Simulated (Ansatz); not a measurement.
Fluorite CeO2 was calculated with r²SCAN-D4 (PAW; Ansatz, a first-principles code).

Numerical settings: plane-wave cutoff 500 eV, 10×10×10 k mesh, gaussian smearing 0.02 eV, no spin polarisation, scalar-relativistic PAW data made under PBE.

Cell (relaxed at this level):

```yaml
crystal:
  lattice:
    - [0.00000, 2.71324, 2.71324]
    - [2.71324, 0.00000, 2.71324]
    - [2.71324, 2.71324, 0.00000]
  atoms:
    - { symbol: Ce, position: [0.00000, 0.00000, 0.00000] }
    - { symbol: O, position: [0.25000, 0.25000, 0.25000] }
    - { symbol: O, position: [0.75000, 0.75000, 0.75000] }
```

**Question.** What does this level give for the band gap?

**Answer.** 
* **band gap**: 2.25 eV (on the SCF k mesh)

Measured, for comparison: band gap 3 eV (temperature not stated, not corrected to a static lattice, O 2p to Ce 4f, our sources range from 3.00 to 3.20; as tabulated in Tran et al. (2019), arXiv:1908.01820).

Spin–orbit coupling is not included.

The computed numbers hold no vibrational or temperature effects.
